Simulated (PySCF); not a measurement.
methane (CH₄), SMILES C.

Geometry: PBE0-D3(BJ)/def2-TZVPD.

Two levels are set side by side: TDA-PBE/def2-TZVPD (PySCF) and TDA-LC-ωPBE/def2-TZVPD (PySCF). Vertical, same geometry. The lowest singlet is HOMO−2→LUMO 100 % with PBE and HOMO−2→LUMO 95 % with the other functional; states are paired by order. Differences are taken from unrounded values.

```csv
quantity,TDA-LC-ωPBE
lowest singlet excitation (eV),10.73
lowest triplet excitation (TDA) (eV),10.19
first bright state (f over 0.05) (eV),10.73
its oscillator strength,0.15
```

### Question
What does TDA-PBE give, and how far is it from TDA-LC-ωPBE? (The exact figures need the calculation; the answer reports its results.)

### Answer

```csv
quantity,TDA-PBE,TDA-PBE minus TDA-LC-ωPBE
lowest singlet excitation (eV),9.56,-1.16
lowest triplet excitation (TDA) (eV),9.20,-0.99
first bright state (f over 0.05) (eV),9.56,-1.16
its oscillator strength,0.11,-0.04
```

A lower first singlet is the usual sign of a functional without exact exchange. Differences between two approximate levels are no errors against the true value.

Rough cost on one machine, each run with all the roots and properties that it gave: TDA-LC-ωPBE against TDA-PBE about 2 times.
